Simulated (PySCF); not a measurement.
isobutylene oxide, C₄H₈O, SMILES CC1(C)CO1, point group Cs.

Level: PBE0/pcSseg-1 in PySCF (density fitting, grid level 2); geometry and Hessian at that level, cubic constants and property derivatives from steps of ±0.6 along each species' dimensionless normal coordinates, second-order vibrational perturbation theory. The parent has the commonest isotopes.

Equilibrium geometry (Å):

```json
{"atom": "C1", "x": "-0.7022", "y": "1.2325", "z": "0.3031"}
{"atom": "C2", "x": "0.0633", "y": "0.0181", "z": "-0.1471"}
{"atom": "C3", "x": "-0.6353", "y": "-1.3046", "z": "0.0135"}
{"atom": "C4", "x": "1.5259", "y": "0.0639", "z": "-0.2124"}
{"atom": "O5", "x": "0.7431", "y": "0.1780", "z": "-1.3899"}
{"atom": "H6", "x": "-1.6523", "y": "1.3031", "z": "-0.2400"}
{"atom": "H7", "x": "-0.9268", "y": "1.1816", "z": "1.3751"}
{"atom": "H8", "x": "-0.1305", "y": "2.1442", "z": "0.1070"}
{"atom": "H9", "x": "-0.0185", "y": "-2.1176", "z": "-0.3803"}
{"atom": "H10", "x": "-1.5843", "y": "-1.3005", "z": "-0.5364"}
{"atom": "H11", "x": "-0.8551", "y": "-1.5085", "z": "1.0682"}
{"atom": "H12", "x": "2.0536", "y": "0.9714", "z": "0.0888"}
{"atom": "H13", "x": "2.1015", "y": "-0.8597", "z": "-0.1205"}
```

Question: Give the equilibrium and ground-state rotational constants (MHz) of parent; ²H at 12.

Answer: 
| species | Ae | Be | Ce | A0 | B0 | C0 | Δ0 (u Å²) | harmonic ZPE (cm⁻¹) |
| --- | --- | --- | --- | --- | --- | --- | --- | --- |
| parent | 6557.6 | 5595.3 | 3952.7 | 6498.9 | 5550.5 | 3916.4 | -39.772 | 24924 |
| ²H at 12 | 6406.4 | 5373.8 | 3851.7 | 6349.4 | 5331.6 | 3816.7 | -41.971 | 24199 |

Δ0 = Ic − Ia − Ib from the ground-state constants.

Question: How is the parent's vibrational correction B0 − Be made up?

Answer: 
| axis | harmonic | Coriolis | cubic | total (MHz) |
| --- | --- | --- | --- | --- |
| a | 9.68 | -9.26 | -59.1 | -58.7 |
| b | 7.79 | -8.7 | -43.9 | -44.8 |
| c | 3.02 | -2.84 | -36.6 | -36.4 |

Question: And its quartic centrifugal distortion constants from the harmonic force field?

Answer: Asymmetric top, A reduction, IIIr representation: ΔJ = 2.79 kHz, ΔJK = -4.53 kHz, ΔK = 2.23 kHz, δJ = 0.262 kHz, δK = -3.02 kHz.

A mode lies under 250 cm⁻¹, where this perturbation treatment is rough. Internal rotors are held in one well.
